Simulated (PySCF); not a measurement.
Gas-phase reaction: 2 SiN + 5 C3H7 (i-propyl) ⇌ 2 H3SiNH2 + 5 C3H5 (allyl)

Method: PySCF energies plus ideal-gas RRHO corrections (1 bar). S°(298 K) at PBE0/def2-TZVP differs from the NASA 1993 table for C3H5 (allyl) (-17 J/mol/K); whether the harmonic model or the table's entry is off was not settled. † marks an energy on the PBE0/def2-TZVP geometry and frequencies; other levels use their own. 6-31G* has spherical d functions here. Open shells (unrestricted): SiN (multiplicity 2), C3H7 (i-propyl) (multiplicity 2), C3H5 (allyl) (multiplicity 2); the rest are closed-shell singlets. B3LYP is the form with VWN-RPA correlation. H3SiNH2: computed as isolated molecules; such fragments, hydroxides, amides, oligomers or adducts are transient or little studied in the gas. The harmonic model lacks anharmonicity and excited electronic states, which grow with temperature; levels with a mode under 35 cm⁻¹ are left out. Internal rotation in C3H7 (i-propyl), H3SiNH2 is treated as a harmonic vibration of one conformer, which makes the entropy rough.

```
level               ΔE electronic, kJ  ΔH°(298 K), kJ  ΔS°(298 K), J/K  ΔG°(2000 K), kJ
------------------  -----------------  --------------  ---------------  ---------------
B3LYP/6-31G*                     -519            -567              -82             -453
BLYP/def2-TZVP†                  -601            -646              -86             -519
M06-2X/def2-TZVP†                -600            -645              -86             -518
PBE/def2-TZVP†                   -562            -608              -86             -481
PBE0/def2-QZVP†                  -601            -646              -86             -519
PBE0/def2-SVP†                   -567            -612              -86             -485
r2SCAN/def2-TZVP†                -605            -650              -86             -523
ωB97M-V/def2-TZVP†               -619            -664              -86             -537
```
ΔH° is lowest at ωB97M-V/def2-TZVP† and highest at B3LYP/6-31G*. No reference value is set beside these.
